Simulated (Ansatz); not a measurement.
```yaml
atoms:
  - { symbol: O, position_ang: [0.0000, 0.0000, 0.0000] }
  - { symbol: O, position_ang: [0.0000, 0.0000, 2.4200] }
```

Basis set: pcseg-2. Charge 0. Computed with Ansatz (development build ahead of 0.2.0); the lowest solution found for each multiplicity.

Q: How do the multiplicities compare at this shape? Give, from the lowest of each method, PBE0 (restricted) for 1, 3.

A:

```
          method  multiplicity  E (eV)  <S²>
PBE0, restricted             1   2.809  0.00
PBE0, restricted             3   0.000  2.00
```

Caution for PBE0, restricted: an unrestricted determinant lies well below.
